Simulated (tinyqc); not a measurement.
Inside a calculation. Method: CIS and TDHF on RHF in the sto-6g basis, frozen core, for OH-, spin multiplicity 1. The basis has no diffuse functions, so it cannot describe the extra electron: this is an exercise in the method, not the real anion. One step of it, computed by the program tinyqc.

Problem. CIS matrix, triplets. A(ia,jb) = (e_a - e_i) d_ij d_ab - (ij|ab).

orbital energies (hartree): MO1 -19.797772, MO2 -0.604487, MO3 0.087215, MO4 0.159188, MO5 0.159188, MO6 0.911374

Two-electron integrals over orbitals (pq|rs), unique and non-zero (hartree); the lowest 1 orbital is frozen and left out:
```
(22|22) 0.757691    (32|22) -0.071687   (32|32) 0.098845    (33|22) 0.523654
(33|32) 0.033726    (33|33) 0.611188    (42|42) 0.163904    (43|42) -0.033929
(43|43) 0.022667    (44|22) 0.783339    (44|32) -0.087756   (44|33) 0.504570
(44|44) 0.880663    (52|52) 0.163904    (53|52) -0.033929   (53|53) 0.022667
(54|54) 0.047461    (55|22) 0.783339    (55|32) -0.087756   (55|33) 0.504570
(55|44) 0.785741    (55|55) 0.880663    (62|22) 0.061140    (62|32) 0.062162
(62|33) 0.004655    (62|44) 0.066573    (62|55) 0.066573    (62|62) 0.115754
(63|22) 0.177244    (63|32) -0.093631   (63|33) -0.040404   (63|44) 0.188712
(63|55) 0.188712    (63|62) 0.011280    (63|63) 0.188284    (64|42) 0.025296
(64|43) 0.016452    (64|64) 0.037916    (65|52) 0.025296    (65|53) 0.016452
(65|65) 0.037916    (66|22) 0.678452    (66|32) -0.006408   (66|33) 0.586711
(66|44) 0.672368    (66|55) 0.672368    (66|62) 0.070262    (66|63) 0.092597
(66|66) 0.703269
```

Give: CIS matrix A, triplet.

Solution.

CIS matrix A, triplet (hartree):
```
       2>6    3>6    4>6    5>6
2>6  0.837  0.006  0.000  0.000
3>6  0.006  0.237  0.000  0.000
4>6  0.000  0.000  0.080  0.000
5>6  0.000  0.000  0.000  0.080
```
